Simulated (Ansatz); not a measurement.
# [Cl···H···N], quartet in 6-31G: errors against full CI

Geometry: a point of a hydrogen-transfer path between rigid fragments, not a stationary point.

```yaml
atoms:
  - { symbol: Cl, position_ang: [0.0000, 0.0000, -1.3493] }
  - { symbol: H, position_ang: [0.0000, 0.0000, 0.0647] }
  - { symbol: N, position_ang: [0.0000, 0.0000, 1.2847] }
```

Basis 6-31G; Ansatz 0.2.0. Only valence electrons are correlated (noble-gas cores frozen), which leaves 13 electrons in 18 orbitals. Prefix R: restricted or restricted open-shell reference; prefix U: unrestricted. Active spaces: pair = (5e, 5o) about the gap; valence = (13e, 9o) chosen from the atoms' valence shells.

Full CI is exact within this basis and frozen core; it isn't the basis-set limit. The frozen core follows each run's orbitals, which can shift R against U totals by a few meV.

For open shells CISD is restricted-active-space CI with the open shells as a complete middle space.

- UHF ⟨S²⟩: 3.780
- T1 diagnostic (RCCSD): 0.0321
- largest doubles amplitude (RCCSD): 0.074
- T1 diagnostic (UCCSD): 0.0166

| level | E − E(full CI) (kJ/mol) | share of correlation (%) | wall time |
| --- | --- | --- | --- |
| RHF | 301.1 | 0.00 | – |
| UHF | 276.5 | 8.17 | – |
| RMP2 | 60.8 | 79.81 | – |
| UMP2 | 55.3 | 81.64 | – |
| CISD | 17.4 | 94.22 | 1.6 s |
| RCCSD | 5.5 | 98.19 | – |
| UCCSD | 4.9 | 98.36 | – |
| RCCSD(T) | 1.2 | 99.59 | 0.89 s |
| UCCSD(T) | 1.1 | 99.64 | 0.79 s |
| BCCD(T) | 1.4 | 99.54 | 0.91 s |
| RCCSDT | 0.2 | 99.92 | – |
| UCCSDT | 0.1 | 99.98 | – |
| RCCSDT(Q) | 0.0 | 99.99 | 4.5 s |
| UCCSDT(Q) | -0.2 | 100.06 | 3.9 s |
| RCCSDTQ | 0.0 | 100.01 | 52 s (H100) |
| UCCSDTQ | -0.2 | 100.06 | 53 s (H100) |
| CASSCF (pair space) | 240.1 | 20.24 | – |
| NEVPT2 (pair space) | 47.7 | 84.16 | 0.4 s |
| MRCISD (pair space) | 13.5 | 95.53 | – |
| MRCISD+Q (pair space) | 3.7 | 98.76 | 0.91 s |
| CASSCF (valence space) | 219.8 | 26.98 | – |
| NEVPT2 (valence space) | 55.3 | 81.63 | 0.73 s |
| NEVPT4(SD) (valence space) | 8.2 | 97.27 | 1.9 s |
| MRCISD (valence space) | 10.6 | 96.49 | – |
| MRCISD+Q (valence space) | 3.0 | 99.01 | 2.1 s |

The correlation energy at full CI, counted from RHF, is -3.120 eV. That run took 85 s on 2 threads of AMD EPYC 7R13 with a shared H100 80 GB, shared host over 93,753,856 determinants.

Times hold each run's SCF and search for its determinant on a shared host, so for small cases they say little of a method's own cost; rows without a card ran on 1 thread of AMD EPYC 7R13.

The full-CI state has the irrep A2 of C2v, in the program's axes (one component, if the state is degenerate).

Natural occupations of full CI about the gap: 1.987 1.987 1.981 1.960 1.002 0.996 0.996 0.037 0.012 0.012; effectively unpaired electrons, Σ n²(2−n)², 3.02.
